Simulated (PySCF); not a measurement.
# BN (triplet) with other numerical set-ups

The method stays; parts of the set-up, such as the basis or the Hamiltonian, are changed.

Computed with PySCF 2.14.0. Level: method and basis as typed in the scripts.

### Step 1. The system as given

BN (triplet): 2 atoms, charge 0, spin multiplicity 3.

Bond lengths: B1–N2 1.521 Å.

### Step 2. Base script

The input, input.py:

```python
from pyscf import gto, scf, cc

mol = gto.M(
    atom='B 0 0 0; N 0 0 1.521',
    basis='cc-pvtz',
    charge=0,
    spin=2,
    verbose=3,
)
mf = scf.UHF(mol)
mf.kernel()
mycc = cc.CCSD(mf, frozen=2)
mycc.kernel()
mycc.ccsd_t()
mf.dip_moment()
print('orbital energies (hartree):', [e[max(0, n-3):n+3].round(4) for e, n in zip(mf.mo_energy, mol.nelec)])
```

Run with:

```
OMP_NUM_THREADS=1 python input.py
```

Its log is not repeated here.

In short: E(SCF) = -78.976098 Eh, E(CCSD) − E(SCF) = -0.25209 Eh, (T) = -0.01590 Eh, ⟨S²⟩ = 2.274, μ = 2.16 D (of the SCF density).

The bond length is a typed value, not an optimised one. The triplet is typed in the script; nothing here shows that it is the ground state.

### Step 3. 3-21g

Run 1 changes basis set: cc-pvtz → 3-21g.

The input, input.py:

```python
from pyscf import gto, scf, cc

mol = gto.M(
    atom='B 0 0 0; N 0 0 1.521',
    basis='3-21g',
    charge=0,
    spin=2,
    verbose=3,
)
mf = scf.UHF(mol)
mf.kernel()
mycc = cc.CCSD(mf, frozen=2)
mycc.kernel()
mycc.ccsd_t()
mf.dip_moment()
print('orbital energies (hartree):', [e[max(0, n-3):n+3].round(4) for e, n in zip(mf.mo_energy, mol.nelec)])
```

Run with:

```
OMP_NUM_THREADS=1 python input.py
```

### Step 4. Cc-pvdz

Run 2 changes basis set: cc-pvtz → cc-pvdz.

input.py: that of step 2 with these lines changed.

```diff
@@ -4,3 +4,3 @@
     atom='B 0 0 0; N 0 0 1.521',
-    basis='cc-pvtz',
+    basis='cc-pvdz',
     charge=0,
```

### Step 5. Pcseg-1

Run 3 changes basis set: cc-pvtz → pcseg-1.

input.py: that of step 2 with these lines changed.

```diff
@@ -4,3 +4,3 @@
     atom='B 0 0 0; N 0 0 1.521',
-    basis='cc-pvtz',
+    basis='pcseg-1',
     charge=0,
```

Q: Predict the outcome of this session. Wanted: for each run, E(SCF); from base; gap, α spin; dipole; after the SCF.

**Answer**, as computed:

```csv
run,E(SCF) (hartree),from base (eV),"gap, α spin (eV)",dipole (D),functions,after the SCF
base,-78.976098,0,14.72,2.16,60,CCSD(T) correlation -7.292 eV
3-21g,-78.515674,+12.5288,14.78,1.42,18,CCSD(T) correlation -4.382 eV
cc-pvdz,-78.959469,+0.4525,14.85,1.93,28,CCSD(T) correlation -6.154 eV
pcseg-1,-78.927114,+1.3329,14.72,2.42,28,CCSD(T) correlation -6.139 eV
```

**Reading.** Of the runs whose energies can be compared, “3-21g” moves the SCF energy most (+12.529 eV). 3-21g (18 functions) gives an energy 12.53 eV higher than cc-pvtz (60). cc-pvdz (28 functions) gives an energy 0.45 eV higher than cc-pvtz (60). pcseg-1 (28 functions) gives an energy 1.33 eV higher than cc-pvtz (60).
